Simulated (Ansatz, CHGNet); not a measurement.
Zinc-blende ZnS: properties by level of theory

Reference values: lattice constant a 5.41 Å (measured, room temperature, no zero-point or thermal correction; as tabulated in Albrecht et al. (1997), arXiv:cond-mat/9706128); formation enthalpy -1.07 eV/atom (measured, 298 K, not corrected to a static lattice; as tabulated in Zhang et al. (2018), doi:10.1038/s41524-018-0065-z).

```tsv
level (code)	lattice constant a (Å)	formation enthalpy (eV/atom)
CHGNet-r²SCAN (CHGNet)	5.388	-0.970
PBE (Ansatz)	5.443	-0.823
rVV10 (Ansatz)	5.453	-0.860
r²SCAN+rVV10 (Ansatz)	5.368	-0.973
```

Differences from the reference values (errors of the level alone only where the reference is corrected to a static lattice):

```tsv
level	lattice constant a (%)	formation enthalpy (eV/atom)
CHGNet-r²SCAN	-0.41	+0.100
PBE	+0.61	+0.247
rVV10	+0.79	+0.210
r²SCAN+rVV10	-0.78	+0.097
```

Nearest: lattice constant a, not ranked (reference at room or unstated temperature); formation enthalpy, r²SCAN+rVV10 or CHGNet-r²SCAN.

Machine-learned potentials (CHGNet-r²SCAN) are trained on DFT data, which may include these solids.

Ansatz's density-functional and Hartree–Fock values are scalar-relativistic unless marked +SOC, with PAW data made under PBE.

Differences are worked out from the printed values.

Ansatz is a first-principles code.
